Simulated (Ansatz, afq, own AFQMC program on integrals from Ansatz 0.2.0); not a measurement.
**Where AFQMC and coupled cluster stand for AlBH2, singlet**

```
atom   x (Å)    y (Å)    z (Å)
   B  0.0000   0.0000   1.7315
  Al  0.0000   0.0000  -0.5881
   H  0.0000  -1.3671  -1.4148
   H  0.0000   1.3671  -1.4148
```

Connectivity, by distances: B–AlH2.

Basis cc-pVDZ. Only valence electrons are correlated. AFQMC by an in-house program on the Cholesky factors that Ansatz 0.2.0 writes for its CCSD(T) run. The CISD trial takes its coefficients from CCSD amplitudes. Released means that phaseless walkers are propagated on without the constraint, phases kept. Free AFQMC starts from the CCSD state and is never constrained. Its projection time is finite, and what remains of the start isn't in its error. Error bars are statistical, one sigma.

Determinant: RHF, the one that the program's search chose, which needn't be the lowest solution. The geometry is a point of a scan.

No full CI on the walks' own integrals is used here; CCSDT(Q) serves as the reference and is uncertain by about the last step of the cluster series.

Cautions: higher spins were not checked; restricted determinant unstable towards unrestricted (UHF 540 meV lower, ⟨S²⟩ 0.85).

```
T1 diagnostic                               : 0.0158
weight of the determinant in the CISD state : 0.858
size of the correlated space                : 8 electrons in 36 orbitals
```

Reference: CCSDT(Q), correlation energy -4.519 eV. The released energy is read at 2.40 1/Eh (meV from the phaseless value at times in 1/Eh: -6 ± 14 at 0.24, 2 ± 13 at 0.51, -5 ± 11 at 0.99, -5 ± 13 at 1.62, -23 ± 20 at 2.40).

| level | E − E(reference) (kcal/mol) | share of correlation (%) |
| --- | --- | --- |
| HF | 104.21 | 0.00 |
| MP2 | 31.19 | 70.07 |
| CCSD | 3.22 | 96.91 |
| CCSD(T) | 0.88 | 99.15 |
| CCSDT | 0.17 | 99.84 |
| ph-AFQMC/CISD | -0.06 ± 0.24 | 100.06 |
| released AFQMC | -0.60 ± 0.46 | 100.58 |
| free AFQMC | -0.39 ± 0.34 | 100.37 |

Free projections are given only where their last times agree within the noise and don't stop above the reference; a slow remainder of the start can still hide under it. A walk keeps the symmetry of its determinant, which the program's search chose and which needn't be the lowest solution, so a lower state of the same spin and another symmetry isn't excluded. Released energies are given only where the last usable release times agree within the noise; a slower fall can still hide under it.
